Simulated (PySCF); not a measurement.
1,1,2-trichloroethane (SMILES ClCC(Cl)Cl)

Geometry:
| atom | x (Å) | y (Å) | z (Å) |
| --- | --- | --- | --- |
| Cl1 | -1.778 | -0.886 | 0.842 |
| C2 | -0.749 | 0.218 | -0.084 |
| C3 | 0.698 | -0.212 | -0.035 |
| Cl4 | 1.372 | -0.074 | 1.590 |
| Cl5 | 1.606 | 0.792 | -1.184 |
| H6 | -0.861 | 1.221 | 0.325 |
| H7 | -1.091 | 0.200 | -1.118 |
| H8 | 0.820 | -1.247 | -0.346 |

Computed with quadratic response CAM-B3LYP/aug-cc-pVTZ first hyperpolarisability, Taylor convention, gas phase (PySCF 2.14.0). Geometry: PBE0-D3(BJ)/def2-TZVP.

**Question.** Give the tensor of the second harmonic β(−2ω;ω,ω) at 1064 nm in the axes of these coordinates.

**Answer.** In au, Taylor convention; rows are the first index (the induced dipole):
|  | xx | yy | zz | xy | xz | yz |
| --- | --- | --- | --- | --- | --- | --- |
| x | -4.2 | +1.2 | +5.8 | +1.2 | -2.3 | +3.3 |
| y | +1.2 | -8.6 | -1.6 | +1.1 | +3.4 | -0.4 |
| z | -2.5 | -0.4 | +25.0 | +3.3 | +5.6 | -1.6 |

Norm of βᵢ = ⅓ Σⱼ (βᵢⱼⱼ + βⱼᵢⱼ + βⱼⱼᵢ): 24.1 au, hyper-Rayleigh value 11.4 au.
